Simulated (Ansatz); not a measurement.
## ZrTaZn4: from a trial structure to a relaxed crystal

Computed with Ansatz, DFT PBE, scalar-relativistic, plane waves, PAW. Cutoff 420 eV, Γ-centred k mesh, Gaussian smearing, no spin polarisation in the final step.

ZrTaZn4 was placed on the sites of a reported HoCdCu4 cell (F-43m, No. 216), with Zr in place of Ho, Ta in place of Cd, Zn in place of Cu, at a guessed volume.

```
CELL_PARAMETERS angstrom
0.00000 3.46638 3.46638
3.46638 0.00000 3.46638
3.46638 3.46638 0.00000
ATOMIC_POSITIONS crystal
Zr 0.25000 0.25000 0.25000
Ta 0.00000 0.00000 0.00000
Zn 0.62577 0.12269 0.62577
Zn 0.62577 0.62577 0.12269
Zn 0.62577 0.62577 0.62577
Zn 0.12269 0.62577 0.62577
```

Cell and atoms relax at zero pressure; the relaxation can't lower the symmetry of the start. After a coarse first stage the cell is made exact in the group found at 0.06 Å.

Energies over the elements count from the elements' standard structures at the same level, with no empirical corrections.

Q: Describe the relaxed structure.

A: It keeps F-43m (No. 216). Conventional cell: a = 7.249 Å. Around Zr lie 12 Zn at 3.01 Å and 4 Ta at 3.14 Å; Ta is coordinated by 12 Zn at 3.00 Å and 4 Zr at 3.14 Å; Zn has 6 Zn at 2.55–2.57 Å, 3 Ta at 3.00 Å and 3 Zr at 3.01 Å.

Space group F-43m (No. 216). a = 7.249 Å, b = 7.249 Å, c = 7.249 Å, α = 90.00°, β = 90.00°, γ = 90.00°
```
atom site symmetry x y z
  Zr    4d      -43m  0.2500  0.2500  0.7500
  Ta    4a      -43m  0.0000  0.0000  0.0000
  Zn   16e       .3m  0.8746  0.3746  0.8746
```

Q: What are its volume, energy, density and gap?

A: The volume per atom is 15.87 Å³, the density is 9.31 g/cm³ and the energy over the elements is -0.16 eV/atom. The gap on the 10×10×10 mesh is 0 eV (a metal).

The final run used a 10×10×10 mesh on its 6-atom cell and 0.10 eV smearing. The k mesh leaves about 4 meV/atom of noise in metals. Spin–orbit coupling is left out. Symmetry constrained the relaxation, so the result can be a saddle point.

Cost: 3 runs of about 1.6 core-minutes in all, on Arm Neoverse V1 (shared hosts).